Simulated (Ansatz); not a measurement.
**How the enthalpy of formation of corundum (α-Al2O3) moves with the method**

Put these levels in order of the enthalpy of formation that they give for corundum (α-Al2O3), smallest first: PBE (Ansatz, an electronic-structure program), PBE-D3(BJ) (Ansatz), PBE-D4 (Ansatz).

PBE-D4 (-3.100 eV/atom), PBE-D3(BJ) (-3.069 eV/atom), PBE (-2.977 eV/atom)

Each level is taken at its own relaxed cell. Ansatz's density-functional and Hartree–Fock values are scalar-relativistic unless marked +SOC, with PAW data made under PBE.
